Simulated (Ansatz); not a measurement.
This script for Ansatz's Python interface starts 8 runs on C₂H₃Si (charge -1), SMILES C#C[SiH2-]. What input does the engine get in each?

`c2h3si_scan.py`
```python
"""Stretching a bond of C2H3Si(-), the rest held rigid."""

import warnings

import ansatz as az
import numpy as np

GEOMETRY = """
C     1.68690   -0.08660   -0.44560
C     0.57690    0.04800   -0.00760
Si   -1.15020    0.25590    0.67140
H     2.67090   -0.20780   -0.83750
H    -1.98790    1.05580   -0.25850
H    -1.79660   -1.06530    0.87770
"""

warnings.simplefilter("ignore", az.DeckWarning)

mol = az.Crystal.molecule()
for line in GEOMETRY.strip().splitlines():
    symbol, *xyz = line.split()
    mol = mol.atom(symbol, [float(v) for v in xyz])

symbols = [site.symbol for site in mol.cartesian_sites]
start = np.array([site.position_ang for site in mol.cartesian_sites])
axis = (start[5] - start[2]) / np.linalg.norm(start[5] - start[2])
moving = [5]
lengths, energies = [1.26, 1.37, 1.49, 1.63, 1.86, 2.23, 2.67, 3.27], []
for length in lengths:
    xyz = start.copy()
    xyz[moving] += (length - np.linalg.norm(start[5] - start[2])) * axis
    point = az.Crystal.molecule()
    for symbol, place in zip(symbols, xyz):
        point = point.atom(symbol, place.tolist())
    calc = (
        point.calculation()
        .basis(gaussian="def2-SVP")
        .functional("B3LYP", dispersion="d3bj")
        .charge(-1)
    )
    data = calc.run(threads=1).report
    energies.append(data["free_energy_ev"])
    print(f"r = {length:6.3f} A  E = {energies[-1]:.5f} eV  <S^2> = {abs(data['mean_field']['state']['spin_squared']):.3f}")

print("energy above the lowest point (eV):", [round(e - min(energies), 3) for e in energies])
```

Run 1:
```yaml
crystal:
  periodic: [false, false, false]
  atoms:
    - { symbol: C, position_ang: [1.6869, -0.0866, -0.4456] }
    - { symbol: C, position_ang: [0.5769, 0.048, -0.0076] }
    - { symbol: Si, position_ang: [-1.1502, 0.2559, 0.6714] }
    - { symbol: H, position_ang: [2.6709, -0.2078, -0.8375] }
    - { symbol: H, position_ang: [-1.9879, 1.0558, -0.2585] }
    - { symbol: H, position_ang: [-1.69856896835627, -0.8649308802479946, 0.846413177864942] }
basis:
  gaussian:
    orbitals: def2-SVP
hamiltonian:
  xc: b3lyp
  dispersion: d3bj
total_charge: -1.0
```

Run 2, against run 1:
```diff
-    - { symbol: H, position_ang: [-1.69856896835627, -0.8649308802479946, 0.846413177864942] }
+    - { symbol: H, position_ang: [-1.746442449720706, -0.9627811951902799, 0.8616921060912465] }
```

Run 3, against run 1:
```diff
-    - { symbol: H, position_ang: [-1.69856896835627, -0.8649308802479946, 0.846413177864942] }
+    - { symbol: H, position_ang: [-1.7986680657546366, -1.0695269933091365, 0.8783600277926695] }
```

Run 4, against run 1:
```diff
-    - { symbol: H, position_ang: [-1.69856896835627, -0.8649308802479946, 0.846413177864942] }
+    - { symbol: H, position_ang: [-1.8595979511275553, -1.1940637577811357, 0.8978059364443297] }
```

Run 5, against run 1:
```diff
-    - { symbol: H, position_ang: [-1.69856896835627, -0.8649308802479946, 0.846413177864942] }
+    - { symbol: H, position_ang: [-1.9596970485259222, -1.3986598708422777, 0.9297527863720572] }
```

Run 6, against run 1:
```diff
-    - { symbol: H, position_ang: [-1.69856896835627, -0.8649308802479946, 0.846413177864942] }
+    - { symbol: H, position_ang: [-2.120726031297208, -1.727792748375419, 0.9811455449514449] }
```

Run 7, against run 1:
```diff
-    - { symbol: H, position_ang: [-1.69856896835627, -0.8649308802479946, 0.846413177864942] }
+    - { symbol: H, position_ang: [-2.312219956754953, -2.11919400814456, 1.0422612578566628] }
```

Run 8, against run 1:
```diff
-    - { symbol: H, position_ang: [-1.69856896835627, -0.8649308802479946, 0.846413177864942] }
+    - { symbol: H, position_ang: [-2.5733480369246053, -2.652922998738843, 1.125600866363778] }
```

```console
$ python c2h3si_scan.py
r =  1.260 A  E = -9993.94661 eV  <S^2> = 0.000
r =  1.370 A  E = -9994.49939 eV  <S^2> = 0.000
r =  1.490 A  E = -9994.70466 eV  <S^2> = 0.000
r =  1.630 A  E = -9994.63858 eV  <S^2> = 0.000
r =  1.860 A  E = -9994.21671 eV  <S^2> = 0.000
r =  2.230 A  E = -9993.37796 eV  <S^2> = 0.000
r =  2.670 A  E = -9992.60978 eV  <S^2> = 0.000
r =  3.270 A  E = -9992.00066 eV  <S^2> = 0.000
energy above the lowest point (eV): [0.758, 0.205, 0.0, 0.066, 0.488, 1.327, 2.095, 2.704]
```

Total energies depend on the basis set; only differences at equal settings carry meaning. The rest of the molecule is held rigid at a force-field or estimated start geometry, and the basis set is modest; single-reference methods fail as a bond breaks. b3lyp holds the VWN-RPA fit, as in Gaussian; the form of ORCA and Turbomole is b3lyp5. The orbitals are restricted, so S² is zero by construction. Toward dissociation an unrestricted state can lie under the restricted one, by tenths of an eV for polar bonds under a functional and by 1 to 2 eV or more for others. Anions want diffuse functions, which this basis lacks. Hardware and time: 6.5 s on 1 thread of Arm Neoverse V2, on a shared host, peak memory 0.18 GiB.

(Lines on the test bed's own set-up are left out of the output.)
